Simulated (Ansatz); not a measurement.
**C₃H₅O₂ radical: a ladder of functionals and wavefunction methods**

One table from this session's results is given with a row withheld; the runs are named, their logs left out.

The runs use Ansatz 0.2.0, Gaussian basis; functionals in def2-TZVPP, the program's frozen cores in correlated methods.

The runs, in order: LDA (SPW92), PBE-D4, revPBE-D4, BLYP-D4, r2SCAN-D4, B97M-V, PBE0-D4, B3LYP-D4, r2SCANh-D4, r2SCAN0-D4, HSE06-D4, BHLYP-D4, CAM-B3LYP-D4, LC-ωPBE, ωB97X-V, ωB97M-V, B2PLYP, PBE-QIDH; CCSD(T)/def2-SVP; CCSD(T)/def2-TZVPP; MP2/def2-QZVPP; extrapolation to the limit; RPA on PBE.

### Structure used throughout

An earlier PBE0-D4 in a triple-zeta def2 set relaxation fixed the geometry.

SMILES `[CH2]OC(C)=O`, 10 atoms, charge 0, spin multiplicity 2.

Atoms are counted from 1 here; the program's logs count them from 0.

Bond lengths: C1–O2 1.355 Å, C1–H6 1.076 Å, C1–H7 1.078 Å, O2–C3 1.363 Å, C3–C4 1.493 Å, C3–O5 1.197 Å, C4–H8 1.092 Å, C4–H9 1.087 Å, C4–H10 1.092 Å. Angles: O2–C1–H6 114.2°, O2–C1–H7 119.0°, H6–C1–H7 126.7°, C1–O2–C3 118.0°, O2–C3–C4 110.4°, O2–C3–O5 122.9°, C4–C3–O5 126.7°, C3–C4–H8 109.9°, C3–C4–H9 109.5°, C3–C4–H10 109.9°, H8–C4–H9 110.1°, H8–C4–H10 107.3°, H9–C4–H10 110.1°.

The first run:

File in.yaml:

```yaml
crystal:
  periodic: [false, false, false]
  atoms:
    - {symbol: C, position_ang: [-0.267000, 1.882061, -0.647026]}
    - {symbol: O, position_ang: [-0.472125, 0.747056, 0.063789]}
    - {symbol: C, position_ang: [0.359673, -0.308516, -0.162123]}
    - {symbol: C, position_ang: [-0.017821, -1.462799, 0.706687]}
    - {symbol: O, position_ang: [1.255166, -0.273302, -0.955198]}
    - {symbol: H, position_ang: [-0.956872, 2.676603, -0.419924]}
    - {symbol: H, position_ang: [0.540285, 1.913769, -1.360387]}
    - {symbol: H, position_ang: [0.036663, -1.171454, 1.757479]}
    - {symbol: H, position_ang: [0.654026, -2.295311, 0.515081]}
    - {symbol: H, position_ang: [-1.048993, -1.759307, 0.504721]}
basis:
  gaussian: {orbitals: def2-TZVPP}
magnetization: {spin_polarized: true, initial_magnetization: 1}
hamiltonian: {xc: lda}
output: {orbitals: {seedname: orbitals}}
```

Run with:

```
> ansatz run in.yaml --threads 4 --pin off --events-out ev --progress --plain --max-ram 10444MiB
```

Steps of the session up to this table: LDA; PBE-D4 (GGA); revPBE-D4 (GGA); BLYP-D4 (GGA); r2SCAN-D4 (meta-GGA); B97M-V (meta-GGA); B3LYP-D4 (hybrid); r2SCANh-D4 (hybrid); r2SCAN0-D4 (hybrid); HSE06-D4 (hybrid); BHLYP-D4 (hybrid); CAM-B3LYP-D4 (range-separated); LC-ωPBE (range-separated); ωB97X-V (range-separated); ωB97M-V (range-separated); B2PLYP (double hybrid); PBE-QIDH (double hybrid).

One table of the session follows, with a row left open; its other results are not shown here.

It belongs to the step «Orbital energies across the functionals». 

```
  functional  HOMO (eV)  LUMO (eV)  gap (eV)
 LDA (SPW92)      -4.54      -3.29      1.24
      PBE-D4          ?          ?         ?
   revPBE-D4      -4.43      -2.59      1.84
     BLYP-D4      -4.33      -2.74      1.59
   r2SCAN-D4      -4.87      -2.07      2.80
      B97M-V      -4.66      -2.36      2.30
     PBE0-D4      -5.81      -1.44      4.36
    B3LYP-D4      -5.52      -1.90      3.62
  r2SCANh-D4      -5.37      -1.64      3.73
  r2SCAN0-D4      -6.13      -1.00      5.13
    HSE06-D4      -5.40      -1.84      3.56
    BHLYP-D4      -7.03      -0.26      6.77
CAM-B3LYP-D4      -7.16      -0.41      6.75
     LC-ωPBE      -8.63       1.08      9.71
     ωB97X-V      -8.05       0.68      8.73
     ωB97M-V      -7.86       0.53      8.39
```

Estimate the missing values for PBE-D4.

As computed: HOMO (eV): -4.49; LUMO (eV): -2.74; gap (eV): 1.75. In the column «HOMO (eV)» it lies between LDA (SPW92) (-4.54) and revPBE-D4 (-4.43).
